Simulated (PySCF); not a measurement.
Gas-phase reaction: CH₃SiH + 4 SiH₄ + C₄H₁₀ (n-butane) = 5 CH₃SiH₃

Method: PySCF energies plus ideal-gas RRHO corrections (1 bar). S°(298 K) at PBE0/def2-TZVP differs from the NASA 1993 table for C₄H₁₀ (n-butane) (-9 J/mol/K); whether the harmonic model or the table's entry is off was not settled. † marks an energy on the PBE0/def2-TZVP geometry and frequencies. MP2 and CCSD(T) freeze the core. All species are closed-shell singlets. CH₃SiH: computed as isolated molecules; such fragments, hydroxides, amides, oligomers or adducts are transient or little studied in the gas. MP2 isn't extrapolated to the basis-set limit; its ΔH°(298 K) is -312.4 kJ in def2-SVP and -355.5 kJ in def2-TZVPP. CCSD(T) isn't extrapolated to the basis-set limit. The harmonic model lacks anharmonicity and excited electronic states, which grow with temperature; levels with a mode under 35 cm⁻¹ are left out. Internal rotation in CH₃SiH, C₄H₁₀ (n-butane), CH₃SiH₃ is treated as a harmonic vibration of one conformer, which makes the entropy rough.

```csv
level,"ΔE electronic, kJ","ΔH°(298 K), kJ","ΔS°(298 K), J/K","ΔG°(800 K), kJ"
CCSD(T)/def2-SVP†,-294,-282,-103,-205
HF/def2-TZVP†,-327,-316,-103,-238
MP2/def2-SVP†,-324,-312,-103,-235
MP2/def2-TZVPP†,-367,-356,-103,-278
PBE0/def2-SVP†,-342,-330,-103,-252
r2SCAN/def2-TZVP†,-379,-367,-103,-289
```
ΔH° is lowest at r2SCAN/def2-TZVP† and highest at CCSD(T)/def2-SVP†. No reference value is set beside these.
